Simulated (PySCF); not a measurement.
## Level sweep

Compound: (E)-2-butenenitrile, C4H5N.
Numbering: `[CH3:1]/[CH:2]=[CH:3]/[C:4]#[N:5]` (hydrogens: H6, H7, H8 on C1; H9 on C2; H10 on C3)

Geometry (PBE0-D3(BJ)/def2-SVP, Å), atoms numbered from 1 in this order:
```
atom  x, y, z in Å
C1    -1.3028    0.1009    0.8013
C2    -0.1494   -0.4031    0.0123
C3     0.8658    0.3587   -0.4263
C4     1.9552   -0.1672   -1.1818
N5     2.8466   -0.5832   -1.7968
H6    -2.2498   -0.0930    0.2706
H7    -1.2282    1.1793    0.9997
H8    -1.3746   -0.4292    1.7655
H9    -0.1342   -1.4733   -0.2248
H10    0.8960    1.4333   -0.2154
```

PySCF, dipoles from the SCF density, polarisabilities from static response with core orbitals frozen. Geometry: PBE0-D3(BJ)/def2-SVP; no solvent, vibrations or thermal averaging.

Problem. How do dipole and polarisability depend on functional and basis here?

Solution. 

```csv
level,μ (D),error (%),α (au),error (%),anisotropy (au)
LDA/def2-SVPD,4.888,+8.6,58.28,+5.3,46.75
PBE/def2-SVPD,4.741,+5.3,57.63,+4.1,46.50
B3LYP/def2-SVPD,4.820,+7.1,56.44,+2.0,44.38
PBE0/def2-SVPD,4.839,+7.5,55.84,+0.9,43.88
BHandHLYP/def2-SVPD,4.940,+9.8,54.86,-0.9,42.21
CAM-B3LYP/def2-SVPD,4.867,+8.2,55.54,+0.4,42.52
wB97X-D/def2-SVPD,4.884,+8.5,55.85,+0.9,42.57
LC-wPBE/def2-SVPD,4.846,+7.7,54.10,-2.2,40.71
HF/def2-SVPD,5.137,+14.2,53.83,-2.7,40.47
PBE0/6-31G*,4.649,+3.3,46.35,-16.2,46.61
PBE0/def2-SVP,4.630,+2.9,47.92,-13.4,44.50
PBE0/6-31+G*,4.884,+8.5,52.94,-4.3,46.53
PBE0/aug-cc-pVDZ,4.879,+8.4,57.22,+3.4,45.04
PBE0/def2-TZVP,4.844,+7.7,54.28,-1.9,45.92
PBE0/def2-TZVPD,4.877,+8.4,57.23,+3.4,44.81
```

Reference dipole: 4.500 D (measured, gas; NIST CCCBDB Release 22 (SRD 101), experimental dipoles). Reference polarisability: 8.201 Å³ (measured, gas; NIST CCCBDB Release 22 (SRD 101), experimental polarizabilities). The anisotropy is √(½[(α1 − α2)² + (α2 − α3)² + (α3 − α1)²]). For the dipole, the smallest error is 2.9% (PBE0/def2-SVP) and the largest 14.2% (HF/def2-SVPD). For the polarisability, the smallest error is 0.4% (CAM-B3LYP/def2-SVPD) and the largest 16.2% (PBE0/6-31G*). The dipole runs from 4.63 D (PBE0/def2-SVP) to 5.14 D (HF/def2-SVPD). In one basis (def2-SVPD) the functionals order the polarisability from HF (lowest) to LDA (highest), a spread of 8%. With PBE0 the polarisability is 49.52 au without diffuse functions (mean of 6-31G*, def2-SVP and def2-TZVP) and 55.81 au with them (mean of 6-31+G*, def2-SVPD, aug-cc-pVDZ and def2-TZVPD). Measured values can belong to vibrating molecules and may average over conformers; the computed ones are for one fixed geometry.
